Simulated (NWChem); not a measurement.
System: H, doublet

Output (shortened):

```
             Northwest Computational Chemistry Package (NWChem) 7.3.0
             --------------------------------------------------------

                             Geometry "geometry" -> ""
                             -------------------------

 Output coordinates in angstroms (scale by  1.889725989 to convert to a.u.)

  No.       Tag          Charge          X              Y              Z
 ---- ---------------- ---------- -------------- -------------- --------------
    1 H                    1.0000     0.00000000     0.00000000     0.00000000

 Effective nuclear repulsion energy (a.u.)       0.0000000000

                                 NWChem DFT Module
                                 -----------------

 Summary of "ao basis" -> "ao basis" (spherical)
 ------------------------------------------------------------------------------
       Tag                 Description            Shells   Functions and Types
 ---------------- ------------------------------  ------  ---------------------
 H                          cc-pvtz                  6       14   3s2p1d

            General Information
            -------------------
          SCF calculation type: DFT
          Wavefunction type:  spin polarized.
          No. of atoms     :     1
          No. of electrons :     1
           Alpha electrons :     1
            Beta electrons :     0
          Charge           :     0
          Spin multiplicity:     2
          Use of symmetry is: off; symmetry adaption is: off
          Maximum number of iterations: 150
          AO basis - number of functions:    14
                     number of shells:     6
          Convergence on energy requested:  1.00D-06
          Convergence on density requested:  1.00D-05
          Convergence on gradient requested:  5.00D-04

              XC Information
              --------------
                         PBE0 Method XC Functional
                     Hartree-Fock (Exact) Exchange  0.250
          PerdewBurkeErnzerhof Exchange Functional  0.750
            Perdew 1991 LDA Correlation Functional  1.000 local
           PerdewBurkeErnz. Correlation Functional  1.000 non-local

             Grid Information
             ----------------
          Grid used for XC integration:  medium
          Radial quadrature: Mura-Knowles
          Angular quadrature: Lebedev.
          Tag              B.-S. Rad. Rad. Pts. Rad. Cut. Ang. Pts.
          ---              ---------- --------- --------- ---------
          H                   0.35       45           5.0       434
          Grid pruning is: on
          Number of quadrature shells:    45
          Spatial weights used:  Erf1

      Superposition of Atomic Density Guess
      -------------------------------------

 Sum of atomic energies:          -0.49980920

      Non-variational initial energy
      ------------------------------

 Total energy =      -0.499810
 1-e energy   =      -0.499810
 2-e energy   =       0.000000
 HOMO         =      -0.499810
 LUMO         =       0.025806

     ---------------------------------------------
      Total Density - Mulliken Population Analysis
     ---------------------------------------------

    Atom       Charge   Shell Charges
 -----------   ------   -------------------------------------------------------
    1 H    1     1.00   0.18  0.49  0.33  0.00  0.00  0.00

     --------------------------------------------
      Spin Density - Mulliken Population Analysis
     --------------------------------------------

    Atom       Charge   Shell Charges
 -----------   ------   -------------------------------------------------------
    1 H    1     1.00   0.18  0.49  0.33  0.00  0.00  0.00

   convergence    iter        energy       DeltaE   RMS-Dens  Diis-err
 ---------------- ----- ----------------- --------- --------- ---------
 d= 0,ls=0.0,diis     1     -0.5008460125 -5.01D-01  2.50D-03  5.39D-04
                                                     0.00D+00  0.00D+00
 d= 0,ls=0.0,diis     2     -0.5010365886 -1.91D-04  2.54D-04  6.55D-06
                                                     0.00D+00  0.00D+00
 d= 0,ls=0.0,diis     3     -0.5010384677 -1.88D-06  3.38D-06  4.59D-10
                                                     0.00D+00  0.00D+00
 d= 0,ls=0.0,diis     4     -0.5010384681 -3.89D-10  1.96D-09  1.53D-15
                                                     0.00D+00  0.00D+00

         Total DFT energy =       -0.501038468069
      One electron energy =       -0.499608559413
           Coulomb energy =        0.309549049063
    Exchange-Corr. energy =       -0.310978957719
 Nuclear repulsion energy =        0.000000000000

 Numeric. integr. density =        0.999999957691

                    DFT Final Alpha Molecular Orbital Analysis
                    ------------------------------------------

 Vector    1  Occ=1.000000D+00  E=-3.347387D-01
              MO Center= -1.4D-15,  8.0D-16, -1.5D-15, r^2= 8.6D-01
   Bfn.  Coefficient  Atom+Function         Bfn.  Coefficient  Atom+Function
  ----- ------------  ---------------      ----- ------------  ---------------
     2      0.474283  1 H  s                  3      0.409288  1 H  s
     1      0.246494  1 H  s

 Vector    2  Occ=0.000000D+00  E= 2.487259D-01
              MO Center=  3.9D-17,  3.3D-15,  2.3D-15, r^2= 2.8D+00
   Bfn.  Coefficient  Atom+Function         Bfn.  Coefficient  Atom+Function
  ----- ------------  ---------------      ----- ------------  ---------------
     3      1.533181  1 H  s                  2     -1.280441  1 H  s
     1     -0.134378  1 H  s

 Vector    3  Occ=0.000000D+00  E= 5.805526D-01
              MO Center=  2.2D-15, -3.3D-16, -1.5D-15, r^2= 9.5D-01
   Bfn.  Coefficient  Atom+Function         Bfn.  Coefficient  Atom+Function
  ----- ------------  ---------------      ----- ------------  ---------------
     7      1.008196  1 H  px                 9     -0.269908  1 H  pz
     4     -0.073966  1 H  px                 8     -0.058327  1 H  py

 Vector    4  Occ=0.000000D+00  E= 5.805526D-01
              MO Center=  2.2D-16, -2.0D-15,  1.6D-15, r^2= 9.5D-01
   Bfn.  Coefficient  Atom+Function         Bfn.  Coefficient  Atom+Function
  ----- ------------  ---------------      ----- ------------  ---------------
     8      0.807439  1 H  py                 9     -0.651495  1 H  pz
     7     -0.127702  1 H  px                 5     -0.059238  1 H  py
     6      0.047797  1 H  pz

                     DFT Final Beta Molecular Orbital Analysis
                     -----------------------------------------

 Vector    1  Occ=0.000000D+00  E=-1.182880D-02
              MO Center= -9.8D-15,  3.3D-14, -2.1D-16, r^2= 1.4D+00
   Bfn.  Coefficient  Atom+Function         Bfn.  Coefficient  Atom+Function
  ----- ------------  ---------------      ----- ------------  ---------------
     3      0.742106  1 H  s                  2      0.201553  1 H  s
     1      0.170946  1 H  s

 Vector    2  Occ=0.000000D+00  E= 4.157246D-01
              MO Center=  1.2D-15,  3.9D-15,  5.2D-15, r^2= 2.4D+00
   Bfn.  Coefficient  Atom+Function         Bfn.  Coefficient  Atom+Function
  ----- ------------  ---------------      ----- ------------  ---------------
     2      1.446688  1 H  s                  3     -1.431330  1 H  s
     1      0.115135  1 H  s

 Vector    3  Occ=0.000000D+00  E= 7.600605D-01
              MO Center=  1.5D-14, -2.9D-15, -1.1D-14, r^2= 9.6D-01
   Bfn.  Coefficient  Atom+Function         Bfn.  Coefficient  Atom+Function
  ----- ------------  ---------------      ----- ------------  ---------------
     7      1.039722  1 H  px                 9     -0.133548  1 H  pz
     8     -0.131387  1 H  py                 4     -0.095015  1 H  px

     ---------------------------------------------
      Total Density - Mulliken Population Analysis
     ---------------------------------------------

    Atom       Charge   Shell Charges
 -----------   ------   -------------------------------------------------------
    1 H    1     1.00   0.18  0.46  0.36  0.00  0.00  0.00

     --------------------------------------------
      Spin Density - Mulliken Population Analysis
     --------------------------------------------

    Atom       Charge   Shell Charges
 -----------   ------   -------------------------------------------------------
    1 H    1     1.00   0.18  0.46  0.36  0.00  0.00  0.00

     -------------------------------------------
      Total Density - Lowdin Population Analysis
     -------------------------------------------

    Atom       Charge   Shell Charges
 -----------   ------   -------------------------------------------------------
    1 H    1     1.00   0.21  0.43  0.36  0.00  0.00  0.00

     ------------------------------------------
      Spin Density - Lowdin Population Analysis
     ------------------------------------------

    Atom       Charge   Shell Charges
 -----------   ------   -------------------------------------------------------
    1 H    1     1.00   0.21  0.43  0.36  0.00  0.00  0.00

   alpha - beta orbital overlaps
   -----------------------------

   alpha      1      2      3      4      5      6      7      8      9     10
    beta      1      2      3      4      5      6      8      7     10      9
 overlap   0.971  0.970  0.989  0.990  0.997  0.999  0.908  0.900  0.934  0.946

   alpha     11     12     13     14
    beta     11     12     13     14
 overlap   0.969  0.968  0.966  0.997

     --------------------------
     Expectation value of S2:
     --------------------------
      <S2> =      0.7500 (Exact =     0.7500)
```

Level: PBE0/cc-pVTZ, spin-unrestricted. No stability test was run on the SCF state.

Q: Which NWChem input produces such a log?

A: One answer among several that fit: the input that was run:
```
start job
memory heap 200 mb stack 900 mb global 1100 mb
geometry units angstroms noautoz
  H      0.000000     0.000000     0.000000
end
basis spherical
  * library cc-pvtz
end
dft
  odft
  mult 2
  xc pbe0
  iterations 150
  mulliken
end
task dft energy
```
